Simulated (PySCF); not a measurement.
# Stretching AlCl

Set-up: PySCF, spin-free X2C with a Gaussian nucleus, basis sets Al x2c-SVPall, Cl x2c-SVPall. Energies in eV from Al + Cl in their ground configurations at the same level. State: ¹Σ⁺ (singlet), closed shell.

All columns are TPSSh. A positive dipole means Al(−)Cl(+).

```
R (Å)  E (eV)  μ (D)  Mulliken charge on Al (basis-dependent)  HOMO (eV)  LUMO (eV)  Mayer bond order  ⟨S²⟩
1.852  -4.159   0.59                                     0.15      -5.92      -1.45              1.34  0.00
1.938  -4.693   0.10                                     0.21      -6.08      -1.60              1.27  0.00
2.024  -4.985  -0.41                                     0.27      -6.24      -1.75              1.20  0.00
2.088  -5.089  -0.80                                     0.30      -6.36      -1.85              1.16  0.00
2.153  -5.120  -1.20                                     0.33      -6.47      -1.95              1.12  0.00
2.218  -5.095  -1.60                                     0.36      -6.57      -2.06              1.08  0.00
2.304  -4.998  -2.13                                     0.39      -6.69      -2.19              1.04  0.00
2.411  -4.808  -2.79                                     0.42      -6.80      -2.35              1.00  0.00
2.541  -4.521  -3.56                                     0.44      -6.86      -2.53              0.97  0.00
2.713  -4.095  -4.53                                     0.46      -6.62      -2.76              0.94  0.00
```

A fit through these points gives, at Re = 2.153 Å, μ = -1.20 D and dμ/dR = -6.18 D/Å; the reduced mass is 15.23 u.

**Question.** How strong is the fundamental in the double-harmonic approximation, I = 42.26·(dμ/dR)²/μred km/mol?

**Answer.** I = 42.26·(-6.18)²/15.23 = 106 km/mol at TPSSh.
